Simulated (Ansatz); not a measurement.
**MgNH (singlet): from Hartree-Fock to the top rungs at distance N1–Mg2 = 2.299 Å, 6-31G**

Aim: climb from Hartree-Fock through coupled cluster and multireference methods for MgNH (singlet) at one geometry and basis, and see what each rung misses.

Computed with Ansatz 0.2.0, Gaussian basis. Level: 6-31G, core rule «outside noble gas», up to 6 orbitals frozen.

Plan: UHF; CCSD(T) on RHF; CCSD(T) on UHF; BCCD(T) on RHF; CISD; CCSDT(Q) on RHF; CCSDT(Q) on UHF; CCSDTQ on RHF; CCSDTQ on UHF; CASSCF and MRCISD+Q, 2 electrons in 2 orbitals; CASSCF and NEVPT2, 2 electrons in 2 orbitals; Full CI; Full CI in the symmetry of the determinant.

41 further runs of the same task are left out: 14 for a known fault of the program, 22 that didn't finish, 5 set aside as unsound or not needed.

## Step 1: The geometry

The geometry derives from a PBE0/def2-TZVP stationary point (not a proven minimum). One bond is set to the value named and the two fragments are kept rigid.

3 atoms, charge 0, spin multiplicity 1.

Atoms are counted from 1 here; the program's logs count them from 0.

Bond lengths: N1–Mg2 2.299 Å, N1–H3 1.028 Å. Angles: Mg2–N1–H3 110.2°.

## Step 2: UHF

in.yaml

```yaml
crystal:
  periodic: [false, false, false]
  atoms:
    - {symbol: N, position_ang: [0.000000, -0.142865, 1.404965]}
    - {symbol: Mg, position_ang: [0.000000, 0.049636, -0.885962]}
    - {symbol: H, position_ang: [0.000000, 0.788397, 1.839779]}
basis:
  gaussian: {orbitals: 6-31G}
magnetization: {spin_polarized: true, initial_magnetization: 0}
hamiltonian: {xc: hf}
output: {orbitals: {seedname: orbitals}}
```

Started as:

```bash
$ ansatz run in.yaml --threads 1 --pin off --events-out ev --progress --plain --max-ram 2393MiB
```

The runs that follow: CCSD(T) on RHF; CCSD(T) on UHF; BCCD(T) on RHF; CISD; CCSDT(Q) on RHF; CCSDT(Q) on UHF; CCSDTQ on RHF; CCSDTQ on UHF; CASSCF and MRCISD+Q, 2 electrons in 2 orbitals; CASSCF and NEVPT2, 2 electrons in 2 orbitals; Full CI; Full CI in the symmetry of the determinant.

Q: Predict the results of all the runs planned. Wanted: FCI below the RHF energy; NEVPT2 pair from FCI; MRCISD+Q pair from FCI; T1 diagnostic; effectively unpaired electrons.

**Answer**, as computed:

| quantity | value |
| --- | --- |
| FCI below the RHF energy | -5.0060 eV |
| NEVPT2 pair from FCI | +473.8 meV |
| MRCISD+Q pair from FCI | +41.8 meV |
| levels within 1 kcal/mol (43 meV) | MRCISD+Q pair |
| T1 diagnostic | 0.116 |
| effectively unpaired electrons | 2.04 |

What this shows: The occupations show strong static correlation (2.0 unpaired electrons where one determinant has 0). Of the multireference levels listed MRCISD+Q pair comes nearest in total energy (+41.8 meV), which doesn't show that its space is the better one. The lowest state has another symmetry than the determinant, whose own symmetry lies 0.06 eV higher, so single-reference misses include that gap. These misses are within one basis, not against nature.
